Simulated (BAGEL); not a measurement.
# CH8B2 (diborane mono Me) at HF/3-21G (density fitting with qzvpp-jkfit)

What is the vertical electron affinity of CH8B2 (diborane mono Me) at HF/3-21G (density fitting with qzvpp-jkfit)? 

The calculation is run with BAGEL 1.2.2.

2 further runs of the same task are left out: 1 that didn't finish, 1 set aside as unsound or not needed.

### 1 Starting point

The species is CH8B2 (11 atoms), meant as a singlet with charge 0. The shape is that of a GFN2-xTB optimisation.

Bond lengths: B1–C2 1.598 Å, B1–B5 1.817 Å, B1–H3 1.177 Å, H4–B5 1.302 Å, B5–H6 1.175 Å, B5–H7 1.175 Å, B5–H8 1.303 Å, C2–H9 1.089 Å, C2–H10 1.089 Å, C2–H11 1.088 Å. Some angles: C2–B1–B5 122.4°, B1–C2–H9 111.3°, B1–C2–H10 111.3°, B1–C2–H11 113.3°, C2–B1–H3 117.8°, H3–B1–B5 119.8°, B1–B5–H4 47.1°, B1–B5–H6 120.8°, B1–B5–H7 121.2°, B1–B5–H8 47.0°.

### 2 A single-point energy at HF/3-21G (density fitting with qzvpp-jkfit)

Contents of input.json:

```json
{ "bagel" : [

{
  "title" : "molecule",
  "basis" : "3-21g",
  "df_basis" : "qzvpp-jkfit",
  "angstrom" : "true",
  "geometry" : [
    { "atom" : "B", "xyz" : [      -0.376320,       0.465420,       0.016470 ] },
    { "atom" : "C", "xyz" : [      -0.993740,      -0.833680,       0.711750 ] },
    { "atom" : "H", "xyz" : [      -1.034450,       1.440940,      -0.006150 ] },
    { "atom" : "H", "xyz" : [       0.844690,       0.745310,       0.471880 ] },
    { "atom" : "B", "xyz" : [       1.282430,       0.478710,      -0.724670 ] },
    { "atom" : "H", "xyz" : [       1.708330,       1.449990,      -1.229470 ] },
    { "atom" : "H", "xyz" : [       1.960560,      -0.480340,      -0.717480 ] },
    { "atom" : "H", "xyz" : [       0.100300,       0.204940,      -1.198170 ] },
    { "atom" : "H", "xyz" : [      -1.915170,      -1.143750,       0.221340 ] },
    { "atom" : "H", "xyz" : [      -1.256090,      -0.639390,       1.750940 ] },
    { "atom" : "H", "xyz" : [      -0.320540,      -1.688150,       0.703570 ] }
  ]
},

{
  "title" : "hf"
},

{
  "title" : "print",
  "file" : "orbitals.molden",
  "orbitals" : "true"
}

]}
```

On the command line:

```
BAGEL_NUM_THREADS=1 BAGEL input.json > input.out
```

What it wrote:

```text
* using 1 threads per process

  ===============================================================
  ===============================================================

  *** Geometry ***

  { "atom" : "B", "xyz" : [     -0.711142,      0.879516,      0.031124 ] },
  { "atom" : "C", "xyz" : [     -1.877896,     -1.575427,      1.345013 ] },
  { "atom" : "H", "xyz" : [     -1.954827,      2.722982,     -0.011622 ] },
  { "atom" : "H", "xyz" : [      1.596233,      1.408432,      0.891724 ] },
  { "atom" : "B", "xyz" : [      2.423441,      0.904631,     -1.369428 ] },
  { "atom" : "H", "xyz" : [      3.228276,      2.740084,     -2.323362 ] },
  { "atom" : "H", "xyz" : [      3.704921,     -0.907711,     -1.355841 ] },
  { "atom" : "H", "xyz" : [      0.189540,      0.387280,     -2.264213 ] },
  { "atom" : "H", "xyz" : [     -3.619147,     -2.161374,      0.418272 ] },
  { "atom" : "H", "xyz" : [     -2.373666,     -1.208272,      3.308797 ] },
  { "atom" : "H", "xyz" : [     -0.605733,     -3.190141,      1.329555 ] },

  Number of auxiliary basis functions:      369

  Since a DF basis is specified, we compute 2- and 3-index integrals:
    o Being stored without compression. Storage requirement is 0.005 GB

  Number of basis functions:       43
  Number of electrons      :       24

    * METHOD: MOLECULE                             0.10

  *** RHF ***

  === Nuclear Repulsion ===
    66.3539885817

      * DIIS with orbital gradients will be used.

  === RHF iteration (3-21g) ===
      0        -91.26651397          0.02053735           0.01
      1        -91.32678412          0.00559577           0.01
      2        -91.33216390          0.00199587           0.01
      3        -91.33283371          0.00015380           0.01
      4        -91.33284305          0.00003863           0.01
      5        -91.33284344          0.00000763           0.01
      6        -91.33284346          0.00000233           0.01
      7        -91.33284347          0.00000032           0.01
      8        -91.33284347          0.00000008           0.01
      9        -91.33284347          0.00000002           0.01
     10        -91.33284347          0.00000001           0.01
    * SCF iteration converged.

    * Permanent dipole moment:
           (    0.145726,     0.099925,    -0.096318) a.u.

    * METHOD: HF                                   0.17

    * METHOD: PRINT                                0.01

  ===============================================================
```

Wall time 0.5 s (1 thread of AMD EPYC 7B13 (Zen 3), shared host); peak memory 0.079 GiB.

### 3 The doublet anion, same level

Contents of input.json:

```json
{ "bagel": [

{
  "title": "molecule",
  "basis": "3-21g",
  "df_basis": "qzvpp-jkfit",
  "angstrom": "true",
  "geometry": [
    { "atom": "B", "xyz": [      -0.376320,       0.465420,       0.016470 ] },
    { "atom": "C", "xyz": [      -0.993740,      -0.833680,       0.711750 ] },
    { "atom": "H", "xyz": [      -1.034450,       1.440940,      -0.006150 ] },
    { "atom": "H", "xyz": [       0.844690,       0.745310,       0.471880 ] },
    { "atom": "B", "xyz": [       1.282430,       0.478710,      -0.724670 ] },
    { "atom": "H", "xyz": [       1.708330,       1.449990,      -1.229470 ] },
    { "atom": "H", "xyz": [       1.960560,      -0.480340,      -0.717480 ] },
    { "atom": "H", "xyz": [       0.100300,       0.204940,      -1.198170 ] },
    { "atom": "H", "xyz": [      -1.915170,      -1.143750,       0.221340 ] },
    { "atom": "H", "xyz": [      -1.256090,      -0.639390,       1.750940 ] },
    { "atom": "H", "xyz": [      -0.320540,      -1.688150,       0.703570 ] }
  ]
},

{ "title": "uhf", "charge": -1, "nopen": 1 },

{ "title": "print", "file": "orbitals.molden", "orbitals": "true" }

]}
```

On the command line:

```
BAGEL_NUM_THREADS=1 BAGEL input.json > input.out
```

What it wrote:

```text
* using 1 threads per process

  ===============================================================
  ===============================================================

  *** Geometry ***

  { "atom" : "B", "xyz" : [     -0.711142,      0.879516,      0.031124 ] },
  { "atom" : "C", "xyz" : [     -1.877896,     -1.575427,      1.345013 ] },
  { "atom" : "H", "xyz" : [     -1.954827,      2.722982,     -0.011622 ] },
  { "atom" : "H", "xyz" : [      1.596233,      1.408432,      0.891724 ] },
  { "atom" : "B", "xyz" : [      2.423441,      0.904631,     -1.369428 ] },
  { "atom" : "H", "xyz" : [      3.228276,      2.740084,     -2.323362 ] },
  { "atom" : "H", "xyz" : [      3.704921,     -0.907711,     -1.355841 ] },
  { "atom" : "H", "xyz" : [      0.189540,      0.387280,     -2.264213 ] },
  { "atom" : "H", "xyz" : [     -3.619147,     -2.161374,      0.418272 ] },
  { "atom" : "H", "xyz" : [     -2.373666,     -1.208272,      3.308797 ] },
  { "atom" : "H", "xyz" : [     -0.605733,     -3.190141,      1.329555 ] },

  Number of auxiliary basis functions:      369

  Since a DF basis is specified, we compute 2- and 3-index integrals:
    o Being stored without compression. Storage requirement is 0.005 GB

  Number of basis functions:       43
  Number of electrons      :       24

    * METHOD: MOLECULE                             0.13

  *** Open-shell HF ***

  === Nuclear Repulsion ===
    66.3539885817

      * DIIS with orbital gradients will be used.

  === UHF iteration (3-21g) ===
      0        -91.14992589          0.04631703           0.02
      1        -91.23106777          0.01270404           0.02
      2        -91.23931108          0.00531700           0.02
      3        -91.24057927          0.00088890           0.02
      4        -91.24081064          0.00013916           0.03
      5        -91.24085061          0.00004405           0.03
      6        -91.24087440          0.00001540           0.02
      7        -91.24088052          0.00000647           0.03
      8        -91.24088225          0.00000174           0.02
      9        -91.24088239          0.00000069           0.03
     10        -91.24088241          0.00000030           0.03
     11        -91.24088241          0.00000014           0.03
     12        -91.24088241          0.00000007           0.03
     13        -91.24088241          0.00000002           0.02
     14        -91.24088241          0.00000001           0.03
    * SCF iteration converged.

    * S^2 (UHF) is 0.7709

    * Permanent dipole moment:
           (    0.956766,     0.820070,    -0.689664) a.u.

    * METHOD: UHF                                  0.45

    * METHOD: PRINT                                0.01

  ===============================================================
```

Wall time 0.85 s (1 thread of AMD EPYC 7B13 (Zen 3), shared host); peak memory 0.079 GiB.

### 4 Summary of results

At HF/3-21G (density fitting with qzvpp-jkfit):

| quantity | value |
| --- | --- |
| singlet CH8B2: total energy | -91.33284 Eh |
| singlet CH8B2: dipole moment | 0.51 D |
| singlet CH8B2: HOMO energy | -12.55 eV |
| singlet CH8B2: LUMO energy | 3.24 eV |
| singlet CH8B2: HOMO–LUMO gap | 15.79 eV |
| doublet anion: total energy | -91.24088 Eh |
| doublet anion: ⟨S²⟩ | 0.771 |
| vertical electron affinity (to the doublet anion) | -2.502 eV |

What this shows: The anion lies 2.50 eV (58 kcal/mol) above the neutral: the electron isn't bound at this level, and such a value depends on the basis. Without diffuse functions anions come out too high. Hartree–Fock misses the correlation that binds many anions.
